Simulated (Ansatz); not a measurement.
Basis-set extrapolation for propane (PBE0-D4/def2-TZVP geometry, frozen core, Ansatz 0.2.0). Multiplicity 1, RHF reference.

|  | def2-TZVPP | def2-QZVPP |
| --- | --- | --- |
| HF | -118.310604 | -118.316541 |
| MP2 correlation | -0.542676 | -0.576055 |
| CCSD(T) correlation | -0.605046 | not run |

Energies in hartree. Use E(X) = E(∞) + A·exp(−7.88·√X) for Hartree–Fock and E(X) = E(∞) + B·X^(−2.97) for correlation, with X = 3 and 4, and add CCSD(T) minus MP2 of the smaller set to the MP2 limit.

Problem. What is the CCSD(T) energy at the basis-set limit?

Solution. HF limit: -118.316541 + (-0.005937) × 0.13774 = -118.31736. MP2 limit: -0.576055 + (-0.033379) × 0.74074 = -0.60078. Higher-order term: -0.605046 − (-0.542676) = -0.06237. Total: -118.98051 hartree, 170.3 kJ/mol below CCSD(T)/def2-TZVPP.
